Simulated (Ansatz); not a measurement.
A calculation with Ansatz (development build ahead of 0.2.0).

```yaml
crystal:
  periodic: [false, false, false]
  atoms:
    - { symbol: F, position_ang: [-0.02982, -0.00391, -0.64828] }
    - { symbol: F, position_ang: [0.04023, 0.00011, 0.71792] }
basis:
  gaussian: { orbitals: "6-31G" }
hamiltonian:
  xc: hf
```

The input is written out in the form of the current development build from the run's settings.

The run gave:

```json
{
  "Converged": "yes",
  "Total energy": "-198.64431 hartree",
  "Spin squared of the determinant": "0.000"
}
```
